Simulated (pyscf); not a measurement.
Elementary routes open to `[SiH2]=[S]` + `[H][H]` in the gas phase (singlet surface):
A. `[SH2]` + `[SiH2]` [singlet] (S–Si, H–H broken; H–S, H–S formed)
B. `[SiH][SH]` [singlet] + `[H][H]` (H–Si, H–H broken; H–S, H–H formed)
C. `[SiH3][SH]` (H–H broken; H–S, H–Si formed)

PySCF, gas phase, ωB97X-D3(BJ)/def2-SVP geometries.

Question: Rank the routes by free-energy barrier at 900 K, lowest first, for ωB97M-D3(BJ)/def2-TZVP energies (ideal gas, 1 atm, RRHO with modes under 100 cm⁻¹ raised to 100, one conformer, R ln 2 for chiral ones without a mode under 150 cm⁻¹).

Answer: C (49.2 kcal/mol), B (76.6 kcal/mol), A (86.1 kcal/mol)

Route C is the fastest of these, ahead of the next by 27.4 kcal/mol. The most stable products are those of C (ΔG = -6.4 kcal/mol), so kinetics and thermodynamics agree. At 298 K C is still the fastest. A: On the product side the descent ends in an adduct with a S–Si contact, 21.9 kcal/mol under the separated species and 47.3 kcal/mol under the saddle at ωB97X-D3(BJ)/def2-TZVP. Only these routes are compared; each barrier is that of the saddle found, and lower ones may exist.
